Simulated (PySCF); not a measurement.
## `C=C(C)C`: ΔSCF against reference XPS values

What was measured (core binding energies): C 1s of C1 289.83 eV [1]; C 1s of C2 290.65 eV [1]; C 1s of C3/C4 290.69 eV [1]. Sources and the comparison follow the method.

Compound: C4H8.
Numbering: `[CH2:1]=[C:2]([CH3:3])[CH3:4]`

The calculation used delta-SCF UKS SCAN, pcX-2 on the ionised atom, pcseg-1 elsewhere, spin-free X2C (PySCF 2.14.0). Each binding energy is the total energy of the core-ionised species, with the hole localised on one atom, minus that of the ground state; both are solved self-consistently, so orbital relaxation is included.

```tsv
atom	environment	level	this calculation (eV)	reference (eV)	difference (eV)	source
C1	terminal =CH2 carbon	C 1s	289.73	289.83	-0.10	[1]
C2	fully substituted alkene carbon	C 1s	290.57	290.65	-0.08	[1]
C3/C4	allylic carbon	C 1s	290.72	290.69	+0.03	[1]
```

[1] measured, gas; Chong, Molecules 2021, 26, 1947 (electron spectra of vapor-phase indole and four azaindoles)

Task: How far is it from the measured entries?

Result: Over the 3 different measured values (3 distinct lines) the mean signed difference is -0.05 eV, the mean unsigned one 0.07 eV and the largest 0.10 eV. The calculation is vertical and has no vibrational structure, and measured positions depend on the energy calibration.

Lowest listed C 1s: C1, bonded to C (double bond) and 2 H. Highest, 0.99 eV above it: C3/C4, bonded to C and 3 H. Summing the Pauling electronegativity differences to the bonded atoms, each weighted by its formal bond order, gives -0.70 for the lowest site and -1.05 for the highest; the largest sum, 0.00, belongs to C2, 0.15 eV below the top. The smallest sum, -1.05, belongs to C3/C4, 0.99 eV above the lowest.

Atoms equivalent by their bonding share one computed value, that of the first of them. The unrestricted hole states depart most from a pure doublet (⟨S²⟩ = 0.75; over 0.85 named) for C 1s of C2 (0.87), which makes this value less certain. Isolated species at its PBE0-D3(BJ)/def2-SVP geometry, gas phase.
